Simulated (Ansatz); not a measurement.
# AlBH (quartet): wave-function methods side by side at angle B1–Al2–H3 = 157.7°, 6-31G

How much of the correlation energy of AlBH (quartet) does each wave-function method recover here?

Method: 6-31G, core rule «outside noble gas», up to 6 orbitals frozen; program: Ansatz 0.2.0, Gaussian basis.

To be run: UHF; CCSD(T) on ROHF; CCSD(T) on UHF; BCCD(T) on ROHF; CISD; CCSDT(Q) on ROHF; CCSDT(Q) on UHF; CCSDTQ on ROHF; CCSDTQ on UHF; CASSCF and MRCISD+Q, 5 electrons in 5 orbitals; CASSCF and NEVPT2, 5 electrons in 5 orbitals; CASSCF and MRCISD+Q, 7 electrons in 9 orbitals; CASSCF and NEVPT2, 7 electrons in 9 orbitals; Full CI.

10 further runs of the same task are left out: 1 for a mislabelled method, 8 that didn't finish, 1 set aside as unsound or not needed.

### 1 What is computed

The geometry derives from a PBE0/def2-TZVP stationary point (not a proven minimum). One angle is set to the value named; bond lengths are kept.

3 atoms, charge 0, spin multiplicity 4.

Atoms are counted from 1 here; the program's logs count them from 0.

Bond lengths: B1–Al2 1.937 Å, Al2–H3 1.577 Å. Angles: B1–Al2–H3 157.7°.

As a file:

```xyz
3
charge 0, multiplicity 4
B     0.14806    0.00000    1.78270
Al   -0.22651    0.00000   -0.11774
H     0.07845    0.00000   -1.66497
```

### 2 UHF

File in.yaml:

```yaml
crystal:
  periodic: [false, false, false]
  atoms:
    - {symbol: B, position_ang: [0.148063, 0.000000, 1.782703]}
    - {symbol: Al, position_ang: [-0.226510, 0.000000, -0.117735]}
    - {symbol: H, position_ang: [0.078447, 0.000000, -1.664968]}
basis:
  gaussian: {orbitals: 6-31G}
magnetization: {spin_polarized: true, initial_magnetization: 3}
hamiltonian: {xc: hf}
output: {orbitals: {seedname: orbitals}}
```

Started as:

```
ansatz run in.yaml --threads 1 --pin off --events-out ev --progress --plain --max-ram 2393MiB
```

Further steps of the session: CCSD(T) on ROHF; CCSD(T) on UHF; BCCD(T) on ROHF; CISD; CCSDT(Q) on ROHF; CCSDT(Q) on UHF; CCSDTQ on ROHF; CCSDTQ on UHF; CASSCF and MRCISD+Q, 5 electrons in 5 orbitals; CASSCF and NEVPT2, 5 electrons in 5 orbitals; CASSCF and MRCISD+Q, 7 electrons in 9 orbitals; CASSCF and NEVPT2, 7 electrons in 9 orbitals; Full CI.

Before running them: what should the planned runs give, taken together? Wanted: FCI below the RHF energy; RMP2 from FCI; UMP2 from FCI; RCCSD from FCI; RCCSD(T) from FCI; UCCSD(T) from FCI; RCCSDT(Q) from FCI; UCCSDT(Q) from FCI; NEVPT2 pair from FCI.

**Answer**, as computed:

```
                         quantity                                                                                                                                 value
         FCI below the RHF energy                                                                                                                            -2.3009 eV
                    RMP2 from FCI                                                                                                                       +16.02 kcal/mol
                    UMP2 from FCI                                                                                                                       +16.27 kcal/mol
                   RCCSD from FCI                                                                                                                        +2.25 kcal/mol
                RCCSD(T) from FCI                                                                                                                        +0.78 kcal/mol
                UCCSD(T) from FCI                                                                                                                        +0.77 kcal/mol
               RCCSDT(Q) from FCI                                                                                                                        +0.05 kcal/mol
               UCCSDT(Q) from FCI                                                                                                                        +0.05 kcal/mol
             NEVPT2 pair from FCI                                                                                                                       +15.89 kcal/mol
           MRCISD+Q pair from FCI                                                                                                                        +0.39 kcal/mol
          NEVPT2 valence from FCI                                                                                                                        +3.93 kcal/mol
levels within 1 kcal/mol (43 meV)  RCCSD(T), UCCSD(T), BCCD(T), RCCSDT, UCCSDT, RCCSDT(Q), UCCSDT(Q), RCCSDTQ, UCCSDTQ, MRCISD+Q pair, MRCISD valence, MRCISD+Q valence
                    T1 diagnostic                                                                                                                                 0.030
   effectively unpaired electrons                                                                                                                                  3.04
```

In words: RCCSD(T) misses by +0.78 kcal/mol, 1.5 % of the correlation energy. One determinant dominates. Of the multireference levels listed MRCISD+Q valence comes nearest in total energy (+0.14 kcal/mol), which doesn't show that its space is the better one. These misses are within one basis, not against nature; the frozen cores of restricted and unrestricted runs differ, which can shift their rows.
